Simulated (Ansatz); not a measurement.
## Crystal structures of yttrium under LDA

Level of theory: DFT, LDA (PW92), plane waves (420 eV) with PAW, scalar-relativistic in Ansatz 0.2.0. The PAW files were generated under PBE, with cores re-solved for the functional.

Each structure is relaxed within its own symmetry, so a high-lying one may be dynamically unstable.

```
        structure  ΔE (meV/atom)  V (Å³/atom)                                     cell     magnetic state
             dhcp             -6        29.57  a = 3.489 Å, c = 11.219 Å (c/a = 3.216)  spin not included
              hcp              0        29.97   a = 3.539 Å, c = 5.525 Å (c/a = 1.561)  spin not included
              fcc              9        29.53                              a = 4.907 Å  spin not included
omega (AlB2-type)             52        29.52   a = 5.476 Å, c = 3.409 Å (c/a = 0.623)  spin not included
              bcc            130        29.99                              a = 3.914 Å  spin not included
              A15            262        30.45                              a = 6.246 Å  spin not included
     simple cubic            764        30.98                              a = 3.141 Å  spin not included
          diamond           1951        36.92                              a = 6.659 Å  spin not included
```

ΔE counts from hcp.

LDA puts dhcp 6 meV/atom below hcp, the structure of the real element at low temperature or room conditions.

Differences under about 8 meV lie within the error of the k-point mesh.
